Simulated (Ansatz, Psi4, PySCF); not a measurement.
System: AlF$_{3}$, net charge 0, singlet state. SMILES: [F][Al]([F])[F]
Coordinates optimised at B3LYP-D3(BJ)/def2-TZVP (Ansatz, a quantum-chemistry and plane-wave program):
```
Al
F 1 1.6342
F 1 1.6342 2 120.00
F 1 1.6342 2 120.00 3 -180.00
```
Charge 0, spin multiplicity 1.

Wanted: vertical triplet-singlet gap, E(triplet) - E(singlet), in eV. Terms: no dispersion term unless named; valence correlation only; non-relativistic; no spin-orbit coupling; 6-31G* and kin with 6d, 5d where marked; 6-311+G** with 5d, 6d on Na to Ar in Ansatz; each state is the SCF solution reached for its charge and spin; open shells spin-unrestricted. First-principles rows: single points at B3LYP-D3(BJ) geometries (Ansatz). Levels can end on unlike triplets.

```
level               program  vertical triplet-singlet gap, E(triplet) - E(singlet) (eV)
------------------  -------  ----------------------------------------------------------
HF/6-311+G**         Ansatz                                                        8.47
B3LYP/3-21G          Ansatz                                                        7.31
B3LYP/6-31G*         Ansatz                                                        7.77
M06-2X/6-31G* (5d)    PySCF                                                        8.85
wB97X-D/6-31G*         Psi4                                                        8.52
MP2/6-31G*           Ansatz                                                        9.88
B3LYP/def2-TZVPD     Ansatz                                                        7.96
```

No value to compare with is used here. The 6 habitual levels span 7.31 (B3LYP/3-21G) to 9.88 eV (MP2/6-31G*); B3LYP/def2-TZVPD gives 7.96.

The levels are drawn from those run, B3LYP/6-31G* more often than the rest, none by its result; left out are runs that failed, that the program found above a lower state of the same kind, or whose <S^2> lies over 0.5 above the pure value.
